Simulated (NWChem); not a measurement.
**UB2PLYP/cc-pVTZ run of doublet [N2H4]+**

We compute a single-point energy of doublet [N2H4]+. 

The calculation is run with NWChem 7.3.0.

## 1. The structure to begin with

[N2H4]+ has 6 atoms, charge +1, and is taken as a doublet. SMILES of the parent species: `NN`. The coordinates come from a PBE0-D4/def2-TZVP relaxation. This is one conformer, not always the lowest. That shape belongs to the parent species and isn't relaxed for this state.

Bond lengths: N1–N2 1.415 Å, N1–H3 1.014 Å, N1–H4 1.011 Å, N2–H5 1.014 Å, N2–H6 1.011 Å. Angles: N1–N2–H5 112.7°, N1–N2–H6 108.2°, N2–N1–H3 112.7°, N2–N1–H4 108.2°, H5–N2–H6 108.3°, H3–N1–H4 108.3°.

## 2. The energy at UB2PLYP/cc-pVTZ

h4n2.nw reads:

```
echo
start h4n2
title "H4N2 B2PLYP"
memory total 2200 mb
charge 1

geometry units bohr noautosym nocenter noautoz
  N   -0.25530200  -1.32602082   0.37019735
  N    0.84527450   1.10322211   0.16988638
  H   -2.03372326  -1.39386199  -0.34109557
  H    0.82902285  -2.55528767  -0.60981462
  H    0.19634254   2.08758045  -1.34113863
  H    0.41857434   2.08417894   1.75196509
end

basis spherical bse
  * library cc-pVTZ
end

dft
  xc hfexch 0.53 becke88 0.47 lyp 0.73 mp2 0.27
  dftmp2 semidirect
  mult 2
  grid fine
  convergence energy 1e-08
  iterations 100
  mulliken
end

mp2
  freeze core 2
end

task dft energy
```

On the command line:

```bash
$ nwchem h4n2.nw > h4n2.out
```

Output:

```text
[...]
          Wavefunction type:  spin polarized.
          No. of atoms     :     6
          No. of electrons :    17
[...]
          Charge           :     1
          Spin multiplicity:     2
[...]
          AO basis - number of functions:   116
[...]
              XC Information
              --------------
                     Hartree-Fock (Exact) Exchange  0.530
                    Becke 1988 Exchange Functional  0.470
              Lee-Yang-Parr Correlation Functional  0.730
[...]
 d= 0,ls=0.0,diis     1   -111.2231595522 -1.53D+02  2.57D-03  2.67D-01     4.0
[...]
 d= 0,ls=0.0,diis    16   -111.3212166921  4.03D-10  2.01D-08  1.79D-12    44.7
[...]
         Total DFT energy =     -111.321216692063
      One electron energy =     -227.802395744139
           Coulomb energy =       89.399489250220
    Exchange-Corr. energy =      -14.752021209252
 Nuclear repulsion energy =       41.833711011109
[...]
      Total Density - Mulliken Population Analysis
     ---------------------------------------------
    Atom       Charge   Shell Charges
 -----------   ------   -------------------------------------------------------
    1 N    7     6.97   1.95  0.22  0.93  0.39  1.00  1.73  0.70  0.01  0.04  0.00
    2 N    7     6.97   1.95  0.22  0.93  0.39  1.00  1.73  0.70  0.01  0.04  0.00
    3 H    1     0.78   0.26  0.42  0.03  0.02  0.04  0.01
    4 H    1     0.75   0.25  0.40  0.03  0.02  0.05  0.01
    5 H    1     0.78   0.26  0.42  0.03  0.02  0.04  0.01
    6 H    1     0.75   0.25  0.40  0.03  0.02  0.05  0.01
[...]
      <S2> =      0.7620 (Exact =     0.7500)
[...]
  Basis functions       =    116
[...]
```

Wall time 52 s (1 thread of Intel Xeon 6975P-C (Granite Rapids), shared host); peak memory 0.29 GiB.

## 3. Summary of results

At UB2PLYP/cc-pVTZ, 2 core orbitals frozen:

```
                                                quantity          value
                                            total energy  -111.45665 Eh
HOMO energy (SCF part's orbitals) (highest over α and β)      -16.17 eV
 LUMO energy (SCF part's orbitals) (lowest over α and β)      -10.98 eV
                                                    ⟨S²⟩          0.762
```
